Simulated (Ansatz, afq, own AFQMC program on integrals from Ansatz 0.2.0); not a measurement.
HBrCl, doublet: AFQMC among the cluster methods

```xyz
3

Br    0.0000    0.0000   -1.5917
H     0.0000    0.0000    0.0043
Cl    0.0000    0.0000    1.5873
```

Connectivity, by distances: Br ··· Cl, 1 bridging H.

Basis cc-pVTZ. Noble-gas cores (and the filled d shells of Ga–Kr and In–Xe) are frozen. Ansatz 0.2.0 and our own AFQMC program on the same integrals; the CISD trial comes from CCSD amplitudes, and released means the phaseless constraint is let go. ± is one standard error of the sampling. No spin–orbit coupling.

Determinant: UHF, the one that the program's search chose, which needn't be the lowest solution. The geometry is a point of a scan.

No full CI on the walks' own integrals is used here; CCSDT(Q) serves as the reference and is uncertain by about the last step of the cluster series.

Cautions: no relativity below Rb; no spin-orbit coupling; inner d shell frozen; unrestricted determinant slightly spin contaminated (⟨S²⟩ 0.82 against 0.75).

```
T1 diagnostic                               : 0.0157
weight of the determinant in the CISD state : 0.848
⟨S²⟩ of the determinant                     : 0.815
size of the correlated space                : 15 electrons in 72 orbitals
```

Reference: CCSDT(Q), correlation energy -11.088 eV. The released energy is read at 1.50 1/Eh (meV from the phaseless value at times in 1/Eh: -13 ± 5 at 0.24, -24 ± 6 at 0.51, -24 ± 8 at 0.99, -17 ± 9 at 1.50).

```
         level  E − E(reference) (kJ/mol)  share of correlation (%)
            HF                     1069.9                      0.00
           MP2                      151.7                     85.82
          CCSD                       44.8                     95.81
       CCSD(T)                        5.1                     99.52
         CCSDT                        1.8                     99.83
 ph-AFQMC/CISD                  2.7 ± 0.5                     99.75
released AFQMC                  1.1 ± 0.9                     99.90
```

A walk keeps the symmetry of its determinant, which the program's search chose and which needn't be the lowest solution, so a lower state of the same spin and another symmetry isn't excluded. Released energies are given only where the last usable release times agree within the noise; a slower fall can still hide under it.
